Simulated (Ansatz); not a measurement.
Input for Ansatz (development build ahead of 0.2.0):

```yaml
crystal:
  periodic: [false, false, false]
  atoms:
    - { symbol: C, position_ang: [-0.45111, 0.09506, -0.53616] }
    - { symbol: C, position_ang: [0.74454, -0.43657, -0.21581] }
    - { symbol: C, position_ang: [-0.23835, 0.28447, 0.75973] }
    - { symbol: H, position_ang: [-1.24404, 0.28743, -1.32659] }
    - { symbol: H, position_ang: [1.79008, -0.35039, -0.5493] }
    - { symbol: H, position_ang: [-0.45123, 0.95142, 1.66633] }
basis:
  gaussian: { orbitals: def2-SVP }
magnetization:
  spin_polarized: true
  initial_magnetization: 1
hamiltonian:
  xc: hf
output:
  forces: true
```

The input is written out in the form of the current development build from the run's settings.

The run gave:

```
Converged                       : yes
Total energy                    : -115.09445 hartree
Spin squared of the determinant : 0.917
Stability test                  : minimum
```

Forces (eV/Å):
| atom | Fx | Fy | Fz |
| --- | --- | --- | --- |
| C1 | -3.978 | 0.962 | -2.352 |
| C2 | 1.678 | -0.094 | 1.574 |
| C3 | 0.912 | 0.732 | 1.574 |
| H4 | 1.552 | -0.246 | 0.953 |
| H5 | -0.722 | 0.063 | 0.120 |
| H6 | 0.558 | -1.417 | -1.869 |

Caution: the unrestricted determinant is spin contaminated.
